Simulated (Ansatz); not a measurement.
Reaction: H2O2 (hydrogen peroxide, SMILES OO) → HO2 (SMILES [O]O, doublet) + H (doublet) (the H-O bond breaks)
Each species at its own B3LYP-D3(BJ)/def2-TZVP minimum (Ansatz, a program for electronic structure).

Wanted: bond dissociation energy (electronic), in kJ/mol. Open shells are spin-unrestricted; no spin-orbit coupling. CBS(X,Y): correlation extrapolated as X^-3, Hartree-Fock from the larger set (Q,5: extrapolated as (X+1)exp(-9√X)). A bracket is a step between two methods taken in the basis named. Functionals run without relativity, which enters their misses. '+ core + X2C': CCSD(T) terms for core correlation (cc-pwCVTZ) and scalar relativity (cc-pVTZ-DK). For partners of very few electrons the exact lower level stands in for a higher one.

CCSD(T)/CBS(cc-pVQZ,cc-pV5Z) + [CCSDT(Q) - CCSD(T)]/cc-pVTZ + [CCSDTQ - CCSDT(Q)]/cc-pVDZ + core + X2C (Ansatz) gives 392.2 kJ/mol.

Problem. How far off this value is PBE/def2-TZVPD (Ansatz), in which direction, and which of these levels come nearer: r2SCAN/def2-TZVPD, PBE0/def2-TZVPD, CCSD(T)/CBS(cc-pVQZ,cc-pV5Z) + core + X2C?

Solution. PBE gives 361.2 kJ/mol, 31.0 kJ/mol below it. Differences of the others: r2SCAN/def2-TZVPD (Ansatz) -29.3; PBE0/def2-TZVPD (Ansatz) -30.5; CCSD(T)/CBS(cc-pVQZ,cc-pV5Z) + core + X2C (Ansatz) 1.2 kJ/mol. Nearer than PBE: r2SCAN/def2-TZVPD, PBE0/def2-TZVPD, CCSD(T)/CBS(cc-pVQZ,cc-pV5Z) + core + X2C.
